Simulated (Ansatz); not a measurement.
System: ClF, charge 0, singlet. ClF (SMILES ClF).
B3LYP-D3(BJ)/def2-TZVP minimum from Ansatz (an electronic-structure program):
```xyz
2

F      0.0000     0.0000    -1.0729
Cl     0.0000     0.0000     0.5680
```
Charge 0, spin multiplicity 1.

Hartree-Fock and CCSD(T) correlation energies in hartree (Ansatz). Radicals and triplets start from unrestricted determinants; spin-orbit coupling is neglected. Correlated methods leave the cores frozen. No relativity.

```json
[
 {"basis": "cc-pV(T+d)Z", "X": "3", "E(HF)": "-558.90189", "E(corr, CCSD(T))": "-0.48119"},
 {"basis": "cc-pV(Q+d)Z", "X": "4", "E(HF)": "-558.91542", "E(corr, CCSD(T))": "-0.52466"},
 {"basis": "cc-pV(5+d)Z", "X": "5", "E(HF)": "-558.91867", "E(corr, CCSD(T))": "withheld"}
]
```

Task: Fit E(corr) = E∞ + A/X³ to X = 3 and 4, predict X = 5, and compare with the run.

Result: A = (-0.48119 - (-0.52466))/(1/27 - 1/64) = 2.0302; E∞ = -0.52466 - A/64 = -0.55638; at X = 5, E∞ + A/125 = -0.54014. The run gave -0.54021, 0.07 mEh below the prediction. The same form on X = 4 and 5 gives E∞ = -0.55652, 0.14 mEh below the first estimate.
